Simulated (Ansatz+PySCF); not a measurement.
Results of a calculation; reference values are marked as such.
This Ansatz input gave a total energy of -106.84756 hartree.

```yaml
crystal:
  periodic: [false, false, false]
  atoms:
    - { symbol: Li, position_ang: [-0.02456, 0.03038, -1.18017] }
    - { symbol: F, position_ang: [0.00389, 0.01604, 0.43018] }
basis:
  gaussian: { orbitals: def2-SVP }
hamiltonian:
  xc: hf
```

Write an input for PySCF with the same method and basis set.

```python
from pyscf import gto, scf

mol = gto.M(atom="""
Li -0.024560 0.030380 -1.180170
F 0.003890 0.016040 0.430180
""", basis='def2-svp', charge=0, spin=0)
mf = scf.RHF(mol)
mf.init_guess = 'minao'
mf.kernel()
while True:  # follow internal instabilities
    mo, _, stable, _ = mf.stability(return_status=True)
    if stable: break
    mf.kernel(mf.make_rdm1(mo, mf.mo_occ))
print(mf.converged, mf.e_tot, mf.spin_square()[0])
```

PySCF 2.14.0 gave -106.84756 hartree, 0.00 meV from the first.
